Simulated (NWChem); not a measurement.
# C$_{2}$H$_{3}$O, doublet; SMILES C[C]=O

Results from NWChem. Spin-unrestricted. In the optimisation the excess spin sits in a' (Cs, its own frame). Coordinates come from a PBE-D3(BJ)/def2-SVP, spin-unrestricted optimisation. No stability test was run on the SCF state. Level: PBE0/def2-SVP with COSMO at NWChem's default radii, gas-phase geometry; the question gives the dielectric constant. Reactions with the solvent are ignored.

### Question
Estimate the computed values for dielectric constant 20.7. Quantities: electrostatic solvation energy (kcal/mol); dipole in solution (D).

### Answer
```
Property                                   Value
-----------------------------------------  -----
electrostatic solvation energy (kcal/mol)   -3.5
dipole in solution (D)                      3.13
```
